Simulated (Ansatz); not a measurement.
Input file:

```yaml
crystal:
  periodic: [false, false, false]
  atoms:
    - {symbol: Si, position_ang: [0.000099, -0.000068, -0.048067]}
    - {symbol: H, position_ang: [1.555468, 0.016038, 0.449620]}
    - {symbol: H, position_ang: [-0.792443, 1.340800, 0.442929]}
    - {symbol: H, position_ang: [-0.765770, -1.354937, 0.446808]}
basis:
  gaussian: {orbitals: 6-31G}
magnetization: {spin_polarized: false, initial_magnetization: 1}
correlation: {method: fic_mrcisd_q, electrons: outside_noble_gas, active_space: {window: {electrons: 3, orbitals: 3}}}
```

```sh
$ ansatz run in.yaml --threads 1 --pin off --events-out ev --progress --plain --max-ram 2393MiB
```

(1) Roughly how long does this take on 1 thread of Arm Neoverse V2, shared host, and how much host memory?

```
236 factors; integrals over basis functions are off by at most 2.1e-4 eV
mean field evaluation 1: about -7905.8892 eV, gradient 6.3e0 eV
mean field evaluation 2: about -7905.8895 eV, gradient 6.3e0 eV
mean field evaluation 4: about -7906.2550 eV, gradient 2.7e-1 eV
mean field evaluation 8: about -7906.2562 eV, gradient 1.2e-4 eV
mean field -7906.25617276 eV, -290.5495552962 hartree, gradient 1.1e-6 eV, S^2 0.750000; 0 other end points of the search recorded, 0 dependent functions left out
reference -7906.25617276 eV, -290.5495552962 hartree; 9, 8 occupied and 10, 11 virtual orbitals, 236 factors
state -7906.74972040 eV, -290.5676928374 hartree
contracted CI cycle   1: correlation 0.00000000 eV, 0.0000000000 hartree, residual 7.74e0 eV
contracted CI cycle   2: correlation -1.48272599 eV, -0.0544891750 hartree, residual 1.59e0 eV
contracted CI cycle   3: correlation -1.55721345 eV, -0.0572265387 hartree, residual 4.80e-1 eV
contracted CI cycle   4: correlation -1.56260409 eV, -0.0574246412 hartree, residual 1.25e-1 eV
contracted CI cycle   5: correlation -1.56296853 eV, -0.0574380342 hartree, residual 4.55e-2 eV
contracted CI cycle   6: correlation -1.56301689 eV, -0.0574398112 hartree, residual 1.66e-2 eV
contracted CI cycle   7: correlation -1.56302345 eV, -0.0574400522 hartree, residual 5.45e-3 eV
contracted CI cycle   8: correlation -1.56302420 eV, -0.0574400800 hartree, residual 1.86e-3 eV
contracted CI cycle   9: correlation -1.56302428 eV, -0.0574400829 hartree, residual 7.21e-4 eV
state -7906.74972040 eV, -290.5676928374 hartree; corrected -7908.39196723 eV, -290.6280442950 hartree
Total energy: -7908.39196723 eV, -290.6280442950 hartree
```

For the same geometry and basis full CI lies 11.8 meV higher.

Results:

(1) 0.3 s wall and 0.07 GiB.
